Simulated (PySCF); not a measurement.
# O₂: relaxation and vibrations of the triplet

The task is one start of a wider search on O₂: the triplet, from a linear start. It is relaxed, tested by its Hessian and followed downhill if it is a saddle.

Computed with PySCF 2.14.0. Level: PBE0, basis O def2-TZVPD, no relativity, density fitting.

### Step 1. Where the work starts

2 atoms, charge 0, spin multiplicity 3.

Bond lengths: O1–O2 1.134 Å.

Coordinates in bohr (charge 0 multiplicity 3):
```
O     0.0000    0.0000    0.0000
O     0.0000    0.0000    2.1429
```

### Step 2. Finding the electronic state

The steps below are one call of a driver around PySCF. For each, scf.py gives the equivalent set-up of the SCF; relaxations use the driver's own optimiser. After this first run the driver tries any further starts and a stability analysis.

scf.py reads:

```python
from pyscf import gto, scf, dft
mol = gto.M(atom='''
O      0.000000     0.000000     0.000000
O      0.000000     0.000000     1.134000''',
    basis={'O': 'def2-TZVPD'},
    charge=0, spin=2)
mf = dft.UKS(mol, xc='PBE0')
mf.grids.atom_grid = (50, 194)
aux = {'O': 'def2-universal-JKFIT'}
mf = mf.density_fit(auxbasis=aux)
mf.conv_tol = 1e-08
mf.diis_space = 10
mf.max_cycle = 60
mf.init_guess = 'minao'
mf.verbose = 4
mf.kernel()
```

Command:

```sh
OMP_NUM_THREADS=2 python axn.py task.json out
```

Output:

```text
init E= -150.58816396358
[... the frontier-level lines of each cycle are left out ...]
cycle= 1 E= -150.219012543506  delta_E= 0.369  |g|= 0.172  |ddm|=    1
cycle= 2 E= -150.22909144025  delta_E= -0.0101  |g|= 0.0627  |ddm|= 0.143
cycle= 3 E= -150.230228074623  delta_E= -0.00114  |g|= 0.0118  |ddm|= 0.0404
cycle= 4 E= -150.230298618194  delta_E= -7.05e-05  |g|= 0.0053  |ddm|= 0.014
cycle= 5 E= -150.230308104212  delta_E= -9.49e-06  |g|= 0.000522  |ddm|= 0.0028
cycle= 6 E= -150.230308263368  delta_E= -1.59e-07  |g|= 2.89e-05  |ddm|= 0.000717
cycle= 7 E= -150.230308263934  delta_E= -5.66e-10  |g|= 3.5e-06  |ddm|= 3.18e-05
Extra cycle  E= -150.230308263942  delta_E= -7.79e-12  |g|= 9.74e-07  |ddm|= 3.19e-06
converged SCF energy = -150.230308263942  <S^2> = 2.0088601  2S+1 = 3.005901
```

This step, with its further starts and checks, ran for 1.6 s (2 threads of Arm Neoverse V2, shared host).

The test of internal stability found no lower solution of this spin.

### Step 3. Linear start, triplet: relaxation

The program finds D∞h symmetry in the start, which this walk keeps.

scf.py: that of step 2 with these lines changed.

```diff
@@ -3,2 +3,2 @@
-O      0.000000     0.000000     0.000000
-O      0.000000     0.000000     1.134000''',
+O      0.000000     0.000000    -0.567000
+O      0.000000     0.000000     0.567000''',
@@ -14 +13,0 @@
-mf.init_guess = 'minao'
```

Energy and gradient, step by step:

| step | energy (Eh) | change (kJ/mol) | largest symmetric gradient (Eh/bohr) |
| --- | --- | --- | --- |
| 0 | -150.230308 | 0.00 | 0.12118 |
| 1 | -150.231166 | -2.25 | 0.08491 |
| 2 | -150.236312 | -15.76 | 0.02075 |
| 3 | -150.236553 | -16.40 | 0.00534 |
| 4 | -150.236569 | -16.44 | 0.00024 |
| 5 | -150.236569 | -16.44 | 0.00000 |

The walk took 2.8 s.

Positions (Å) and forces (eV/Å) along the way:

```
step 0
O    0.000   0.000  -0.567   0.000   0.000  -6.231
O    0.000   0.000   0.567   0.000   0.000   6.231
step 1
O    0.000   0.000  -0.628   0.000   0.000   4.366
O    0.000   0.000   0.628   0.000   0.000  -4.366
step 3
O    0.000   0.000  -0.595   0.000   0.000  -0.274
O    0.000   0.000   0.595   0.000   0.000   0.274
step 5
O    0.000   0.000  -0.596   0.000   0.000   0.000
O    0.000   0.000   0.596   0.000   0.000   0.000
```

After 5 steps and 16.4 kJ/mol it ends at D∞h: O–O 1.193 Å.

### Step 4. Vibrations and properties at this point

On the finer grid the gradient is checked again; gradients at displacements of ±0.02 bohr then give force constants and infrared intensities.

scf.py: that of step 3 with these lines changed.

```diff
@@ -3,2 +3,2 @@
-O      0.000000     0.000000    -0.567000
-O      0.000000     0.000000     0.567000''',
+O      0.000000     0.000000    -0.596299
+O      0.000000    -0.000000     0.596299''',
@@ -8 +8 @@
-mf.grids.atom_grid = (50, 194)
+mf.grids.atom_grid = (75, 302)
@@ -11 +11 @@
-mf.conv_tol = 1e-08
+mf.conv_tol = 1e-10
```

The driver hands on the density of the step before, so the log starts near convergence.

Log of the central SCF (cycles and frontier levels):

```text
init E= -150.236568785895
[... the frontier-level lines of each cycle are left out ...]
cycle= 1 E= -150.236568785895  delta_E= 1.71e-13  |g|= 1.06e-08  |ddm|= 2.25e-08
Extra cycle  E= -150.236568785895  delta_E= -5.4e-13  |g|= 1.08e-08  |ddm|= 9.63e-09
converged SCF energy = -150.236568785895  <S^2> = 2.0099909  2S+1 = 3.0066532
```

The whole step took 6.2 s.

Geometry: D∞h; O–O 1.193 Å.

Modes, for the most abundant isotopes:

```csv
symmetry,ω (cm⁻¹),IR (km/mol),μ (u),type
σg+,1714,0.0,15.99,stretch
```

All wavenumbers are real: a minimum.

Properties at this point:

| Quantity | Value |
| --- | --- |
| Dipole moment | 0.00 D |
| Highest occupied level | -8.89 eV |
| Lowest empty level | -2.79 eV |
| Rotational constants | 1.482 cm⁻¹ |
| Zero-point energy | 10.3 kJ/mol |
| Principal polarisabilities | 8.1, 8.1, 15.2 bohr³ |
| Atomisation energy without zero-point energy | 520 kJ/mol |
| Principal traceless quadrupole moments about the centre of mass | -0.44, 0.22, 0.22 D Å |
| Entropy at 298.15 K and 1 bar (electronic part: spin only) | 204.9 J/(mol K) |
| Heat capacity Cp at 298.15 K | 29.2 J/(mol K) |
| Enthalpy at 298.15 K above 0 K | 8.68 kJ/mol |
| Rotational symmetry number | 2 |
| Spin squared ⟨S²⟩ | 2.010 |

Charges (e) and bond orders:

| atom | Mulliken | Löwdin | polar tensor | spin (Mulliken) | Mayer order to O1 |
| --- | --- | --- | --- | --- | --- |
| O1 | 0.00 | 0.00 | 0.00 | 1.00 | – |
| O2 | 0.00 | 0.00 | 0.00 | 1.00 | 1.70 |

Mulliken populations on O1: s 3.93, p 4.02, d 0.05, f 0.01.

### Step 5. What came out

```
                                          quantity            value
                                           minimum     triplet, D∞h
                                          geometry      O–O 1.193 Å
                                wavenumbers (cm⁻¹)       1714 (σg+)
                                     dipole moment           0.00 D
highest occupied, lowest empty level (either spin)  -8.89, -2.79 eV
                         polar-tensor charge of O1          -0.00 e
                                 zero-point energy      10.3 kJ/mol
                               entropy at 298.15 K  204.9 J/(mol K)
         atomisation energy (no zero-point energy)       520 kJ/mol
                                              ⟨S²⟩            2.010
```

**Reading.** The linear start keeps its D∞h symmetry and ends in a minimum. Other starts or spin states, not run here, may lie lower.

The search up to here took 11 s.
